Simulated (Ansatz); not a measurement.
# HSO₂ radical (SMILES [O]SO): single points off equilibrium

How do the functionals fare away from a minimum? The structure is a structure displaced at random from a GFN2-xTB minimum.

The runs use Ansatz 0.2.0, Gaussian basis; single points in def2-TZVPP.

Correlated methods freeze the cores. Orbitals are unrestricted.

## Step 1: The system as given

SMILES `[O]SO`, 4 atoms, charge 0, spin multiplicity 2.

Atoms are counted from 1 here; the program's logs count them from 0.

Bond lengths: O1–S2 1.469 Å, S2–O3 1.622 Å, O3–H4 1.111 Å. Angles: O1–S2–O3 117.2°, S2–O3–H4 101.4°.

As a file:

```
O    -1.1625    1.0038   -0.5285
S    -0.5681    0.2321    0.5713
O     0.6598   -0.7603    0.2015
H     0.9523   -0.3842   -0.8016
```

## Step 2: CCSD(T)/def2-TZVPP

run/in.yaml

```yaml
crystal:
  periodic: [false, false, false]
  atoms:
    - {symbol: O, position_ang: [-1.162500, 1.003800, -0.528500]}
    - {symbol: S, position_ang: [-0.568100, 0.232100, 0.571300]}
    - {symbol: O, position_ang: [0.659800, -0.760300, 0.201500]}
    - {symbol: H, position_ang: [0.952300, -0.384200, -0.801600]}
basis:
  gaussian: {orbitals: def2-TZVPP}
magnetization: {spin_polarized: true, initial_magnetization: 1}
correlation: {method: ccsd_t}
scf: {omitted_lower_state_checks: [cluster_reference]}
output: {forces: true}
```

The command line of these runs was not kept.

## Step 3: PBE0-D4/def2-TZVPP

run/in.yaml: that of step 2 with these lines changed.

```diff
@@ -10,4 +10,3 @@
 magnetization: {spin_polarized: true, initial_magnetization: 1}
-correlation: {method: ccsd_t}
-scf: {omitted_lower_state_checks: [cluster_reference]}
-output: {forces: true}
+hamiltonian: {xc: pbe0, dispersion: d4}
+output: {forces: true, orbitals: {seedname: orbitals}}
```

## Step 4: wB97M-V/def2-TZVPP

run/in.yaml: that of step 3 with these lines changed.

```diff
@@ -10,3 +10,3 @@
 magnetization: {spin_polarized: true, initial_magnetization: 1}
-hamiltonian: {xc: pbe0, dispersion: d4}
-output: {forces: true, orbitals: {seedname: orbitals}}
+hamiltonian: {xc: {name: wB97M-V}}
+output: {forces: true}
```

## Step 5: r2SCAN-D4/def2-TZVPP

run/in.yaml: that of step 4 with these lines changed.

```diff
@@ -10,3 +10,3 @@
 magnetization: {spin_polarized: true, initial_magnetization: 1}
-hamiltonian: {xc: {name: wB97M-V}}
+hamiltonian: {xc: r2scan, dispersion: d4}
 output: {forces: true}
```

## Step 6: PBE-D4/def2-TZVPP

run/in.yaml: that of step 5 with these lines changed.

```diff
@@ -10,3 +10,3 @@
 magnetization: {spin_polarized: true, initial_magnetization: 1}
-hamiltonian: {xc: r2scan, dispersion: d4}
+hamiltonian: {xc: pbe, dispersion: d4}
 output: {forces: true}
```

## Step 7: r2SCAN0-D4/def2-TZVPP

run/in.yaml: that of step 6 with these lines changed.

```diff
@@ -10,3 +10,3 @@
 magnetization: {spin_polarized: true, initial_magnetization: 1}
-hamiltonian: {xc: pbe, dispersion: d4}
+hamiltonian: {xc: {name: r2SCAN0}, dispersion: d4}
 output: {forces: true}
```

## Step 8: BHLYP-D4/def2-TZVPP

run/in.yaml: that of step 7 with these lines changed.

```diff
@@ -10,3 +10,3 @@
 magnetization: {spin_polarized: true, initial_magnetization: 1}
-hamiltonian: {xc: {name: r2SCAN0}, dispersion: d4}
+hamiltonian: {xc: {name: BHLYP}, dispersion: d4}
 output: {forces: true}
```

(Steps that only read results are left out.)

Q: Predict the outcome of this session. Wanted: energy less free atoms, CCSD(T)/def2-TZVPP; RMS force component; RMS force error; HOMO and LUMO, PBE0-D4; T1 diagnostic.

**Answer**, as computed:

```
                                  quantity                                                                                               value
energy less free atoms, CCSD(T)/def2-TZVPP                                                                                          -11.939 eV
                       RMS force component                                                                1.982 to 2.297 eV/Å over the methods
                           RMS force error  PBE0-D4 0.228, wB97M-V 0.221, r2SCAN-D4 0.053, PBE-D4 0.391, r2SCAN0-D4 0.426, BHLYP-D4 0.624 eV/Å
                    HOMO and LUMO, PBE0-D4                                                                                  -6.33 and -2.50 eV
                             T1 diagnostic                                                                                               0.021
```

**Reading.** Against CCSD(T) the functionals' energies less atoms differ by -1.793 to +0.738 eV, PBE-D4 by -1.793 eV. A larger basis would deepen the CCSD(T) value, while the functionals are nearly converged already, so the order here is not reliable. On forces the order runs from r2SCAN-D4 to BHLYP-D4. Frozen-core CCSD(T) forces in triple zeta carry basis errors of their own, and this is one geometry, so small gaps rank nothing.
